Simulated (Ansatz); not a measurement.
**One elementary step**

Start structure (C₂H₃N, closed shell), relaxed at PBE0-D4/def2-TZVP:

| atom | x (Å) | y (Å) | z (Å) |
| --- | --- | --- | --- |
| C1 | -0.3395 | 0.1315 | 0.3235 |
| C2 | 0.6707 | -0.2598 | -0.6390 |
| N3 | 1.4716 | -0.5700 | -1.4022 |
| H4 | -0.3800 | 1.2188 | 0.4036 |
| H5 | -1.3181 | -0.2352 | 0.0101 |
| H6 | -0.1046 | -0.2854 | 1.3040 |

The step: C₂H₃N (CC#N) → C₂H₃N ([C][N][CH3]); bonds formed: C1–N3; bonds broken: C1–C2. Ansatz 0.2.0; basis: def2-TZVPP and def2-QZVPP; cores frozen in the correlated methods. Extrapolation: Hartree–Fock as exp(−7.88 √X), correlation as X^−2.97. Energies below are by CCSD(T) at an estimated basis limit (MP2 extrapolated from triple and quadruple zeta, plus CCSD(T) − MP2 in triple zeta).

**Question.** What are the electronic barrier and the energy of the step, from the start structure to the end structure? (To be estimated.)

**Answer.** The calculation gives: Barrier 267.9 kJ/mol; step energy 100.8 kJ/mol (uphill); reverse barrier, their difference, 167.1 kJ/mol. Barrier and step energy count from the start structure, the reverse barrier from the end structure.

The saddle point: One imaginary mode of 408i cm⁻¹.
```tsv
pair	start (Å)	saddle (Å)	end (Å)
C1–N3	2.60	1.81	1.41
C1–C2	1.45	1.75	2.57
```

Zero-point energy (harmonic, PBE0-D4): ZPE is 119.2 kJ/mol at the start and 111.6 kJ/mol at the saddle, so the barrier goes from 267.9 to 260.2 kJ/mol.

First-order rate constant out of the start structure at 298 K by transition-state theory, with harmonic vibrational free energies alone and no tunnelling: ΔA‡ = 259.9 kJ/mol, so k = (kB T/h) exp(−ΔA‡/kB T) ≈ 10^-33 s⁻¹ (an order of magnitude at best: rotation, the number of equivalent paths and anharmonicity are left out).

T1 diagnostic: at most 0.019.

Labels in which every atom is bracketed show which atoms are joined, not bond orders.

For scale, one of the runs: CCSD(T)/def2-TZVPP, 135 basis functions, launched by `ansatz run in.yaml --threads 2 --pin off --events-out ev --progress --plain --max-ram 4352MiB`. Hardware: 2 CPU threads of an Arm Neoverse V1, shared host. Wall time 9.5 s; peak host memory 0.73 GiB.
